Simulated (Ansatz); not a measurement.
Rock-salt MgS was calculated with r²SCAN+rVV10 (Ansatz, a first-principles code, PAW).

Run with plane-wave cutoff 560 eV, 12×12×12 k mesh, Fermi–Dirac smearing 0.01 eV, scalar-relativistic PAW data made under PBE.

Cell (relaxed at this level):

```yaml
crystal:
  lattice:
    - [0.00000, 2.59452, 2.59452]
    - [2.59452, 0.00000, 2.59452]
    - [2.59452, 2.59452, 0.00000]
  atoms:
    - { symbol: Mg, position: [0.00000, 0.00000, 0.00000] }
    - { symbol: S, position: [0.50000, 0.50000, 0.50000] }
```

Q: Estimate the bulk modulus, pressure derivative B′ of the bulk modulus, smallest direct gap on the k points sampled and width of the whole s-p valence band that the calculation returns.

A: 
- bulk modulus = 81.5 GPa
- pressure derivative B′ of the bulk modulus = 4.0
- smallest direct gap on the k points sampled = 4.67 eV
- width of the whole s-p valence band = 13.24 eV

Measured, for comparison: bulk modulus 81 GPa (corrected for zero-point motion; as tabulated in Goldzak et al. (2022), arXiv:2208.04865). Computed (rounded) less measured: bulk modulus +0.6 %.

The computed numbers hold no vibrational or temperature effects.

Cost on a shared machine: roughly 70 core-seconds.
